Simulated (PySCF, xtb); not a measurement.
SiH2, SMILES [SiH2] (connectivity only; charge and spin as stated), neutral, multiplicity 1.

Harmonic wavenumbers (cm⁻¹) from GFN2-xTB in xtb at its own minimum, in rising order: 946, 2044, 2077.

Problem. What does PBE0-D3(BJ)/def2-TZVPD in PySCF 2.14.0 give at its own minimum? (Estimate from the structure and the level; the computed values follow.)

Solution. 1009, 2046, 2050. Paired by order, the mean absolute difference is 30 cm⁻¹ and the zero-point energies are 7.2 and 7.3 kcal/mol.
